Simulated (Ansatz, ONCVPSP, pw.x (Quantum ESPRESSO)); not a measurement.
**Ge (Z = 32): one change to the ONCV potential, in the atom and in the bcc crystal**

Ge (Z = 32), optimised norm-conserving Vanderbilt (ONCV), made with ONCVPSP 4.0.1.1 (patched build) (PBEsol, scalar-relativistic). Core [Ar] 3d10, reference 4s2 4p2. Waves: 4s: rc 1.90 bohr, ncon 4, nbas 7, qcut 3.4 1/bohr, 2 projectors, debl 1.9 Ha; 4p: rc 2.50 bohr, ncon 3, nbas 7, qcut 2.8 1/bohr, 1 projector; d scattering state at 0.02 Ha: rc 2.50 bohr, ncon 4, nbas 7, qcut 3.8 1/bohr, 2 projectors, debl 1.7 Ha. Local part: polynomial inside 1.50 bohr (lpopt 3, dvloc0 0 Ha). Core correction: Teter function, fcfact 1.75, rcfact 1.5.

Change: core correction Teter function, fcfact 1.3, rcfact 1.5.

Cutoffs, loose and tight: the cutoffs (Ha) at which the residual kinetic energy of the hardest occupied pseudo-wave falls to 1 and 0.1 mHa per electron. They do not see the model core or the augmentation charge, which bear on the density cutoff. Test errors are all-electron minus pseudo excitation energies from the reference, over the configurations 4s2 4p1; 4s2 4p0; 4s1 4p0; 4s1 4p2; variants that change the core or the reference have their own tests.

Crystal test: bcc Ge in pw.x 7.5, no spin, 14³ k-points, Fermi–Dirac smearing 0.01 Ry, cutoffs set for each file from its atomic test. The reference is all-electron LAPW (Ansatz 0.2.0) with the same functional, mesh and smearing; V0 and B0 come from Birch–Murnaghan fits to the pressures at five volumes. Errors are pseudo minus all-electron; Δ is the rms difference of the E(V) curves that follow from these fits, minima aligned, over ±6 % about the mean V0. Mesh and smearing are coarse, so the numbers serve the comparison and aren't converged zero-temperature values; the lattice is a test structure that the element need not adopt.

All-electron: a0 = 3.319 Å (V0 = 18.28 Å³/atom), B0 = 75.0 GPa.

Task: Does the change bring the crystal closer to the all-electron result?

Result: The mean pressure error goes from -0.47 to -0.21 GPa, so the change moves the solid closer to the all-electron pressures. At 80 % of its cutoff the pressure of the changed file moves by -0.43 GPa.

```json
{"quantity": "outcome (atom)", "base": "generated", "changed": "generated"}
{"quantity": "cutoff, loose (atom)", "base": "16 Ha", "changed": "16 Ha"}
{"quantity": "cutoff, tight (atom)", "base": "31 Ha", "changed": "31 Ha"}
{"quantity": "bound ghosts (atom)", "base": "none", "changed": "none"}
{"quantity": "largest test error (meV) (atom)", "base": "-376", "changed": "-316"}
{"quantity": "cutoffs in pw.x (Ry)", "base": "75/300", "changed": "75/300"}
{"quantity": "a0 (Å)", "base": "3.312", "changed": "3.316"}
{"quantity": "a0 error (%)", "base": "-0.21", "changed": "-0.09"}
{"quantity": "B0 error (%)", "base": "+2.2", "changed": "+1.6"}
{"quantity": "Δ (meV/atom)", "base": "1.9", "changed": "0.8"}
{"quantity": "mean pressure error (GPa)", "base": "-0.47", "changed": "-0.21"}
```
